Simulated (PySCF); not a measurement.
# Molecular orbitals of CF

PBEsol at R = 1.273 Å; basis C 6-311G(d,p), F 6-311G(d,p); no relativity; PySCF 2.14. State: ²Π (doublet), unpaired electrons π ↑. Only the outer orbitals are listed, counted within each symmetry.

```json
{"spin": "α", "orbital": "3σ", "occ.": "1", "ε (eV)": "-33.35", "on C (%)": "13", "main shells (%)": "83 F s"}
{"spin": "α", "orbital": "4σ", "occ.": "1", "ε (eV)": "-17.13", "on C (%)": "29", "main shells (%)": "58 F p, 25 C s, 12 F s"}
{"spin": "α", "orbital": "1π", "occ.": "1", "ε (eV)": "-13.28", "on C (%)": "14", "main shells (%)": "86 F p, 13 C p"}
{"spin": "α", "orbital": "1π", "occ.": "1", "ε (eV)": "-13.18", "on C (%)": "15", "main shells (%)": "85 F p, 14 C p"}
{"spin": "α", "orbital": "5σ", "occ.": "1", "ε (eV)": "-9.75", "on C (%)": "88", "main shells (%)": "65 C s, 22 C p, 13 F p"}
{"spin": "α", "orbital": "2π", "occ.": "1", "ε (eV)": "-4.26", "on C (%)": "87", "main shells (%)": "87 C p, 13 F p"}
{"spin": "α", "orbital": "2π", "occ.": "0", "ε (eV)": "-4.00", "on C (%)": "88", "main shells (%)": "88 C p, 12 F p"}
{"spin": "α", "orbital": "6σ", "occ.": "0", "ε (eV)": "3.22", "on C (%)": "106", "main shells (%)": "92 C p, 13 C s"}
{"spin": "α", "orbital": "3π", "occ.": "0", "ε (eV)": "9.65", "on C (%)": "101", "main shells (%)": "101 C p"}
{"spin": "β", "orbital": "3σ", "occ.": "1", "ε (eV)": "-33.11", "on C (%)": "12", "main shells (%)": "84 F s"}
{"spin": "β", "orbital": "4σ", "occ.": "1", "ε (eV)": "-16.69", "on C (%)": "26", "main shells (%)": "62 F p, 20 C s, 12 F s"}
{"spin": "β", "orbital": "1π", "occ.": "1", "ε (eV)": "-13.15", "on C (%)": "13", "main shells (%)": "87 F p, 12 C p"}
{"spin": "β", "orbital": "1π", "occ.": "1", "ε (eV)": "-12.56", "on C (%)": "11", "main shells (%)": "89 F p, 10 C p"}
{"spin": "β", "orbital": "5σ", "occ.": "1", "ε (eV)": "-8.89", "on C (%)": "91", "main shells (%)": "69 C s, 22 C p, 9 F p"}
{"spin": "β", "orbital": "2π", "occ.": "0", "ε (eV)": "-3.42", "on C (%)": "89", "main shells (%)": "89 C p, 11 F p"}
{"spin": "β", "orbital": "2π", "occ.": "0", "ε (eV)": "-2.13", "on C (%)": "91", "main shells (%)": "91 C p, 9 F p"}
{"spin": "β", "orbital": "6σ", "occ.": "0", "ε (eV)": "3.68", "on C (%)": "108", "main shells (%)": "92 C p, 15 C s"}
```

Problem. Which are the highest filled and the lowest empty level, where do they sit, and how wide is the gap?

Solution. Highest filled α 2π at -4.26 eV (in %: 87 C p, 13 F p); lowest empty α 2π at -4.00 eV (in %: 88 C p, 12 F p); the gap at PBEsol is 0.26 eV. Both belong to one degenerate shell, split only by its one-sided filling, so this is no excitation gap.

```json
{"bond order (Mayer)": "1.37", "⟨S²⟩": "0.752", "charge on C (Mulliken, basis-dependent)": "0.00", "charge on C (Löwdin, basis-dependent)": "-0.18", "dipole moment (positive dipole means C(−)F(+))": "0.92 D"}
```

Shares are Mulliken populations and can fall outside 0 to 100 %.

The state is the lowest determinant that a PBE0 search found; another state may lie lower at other levels.
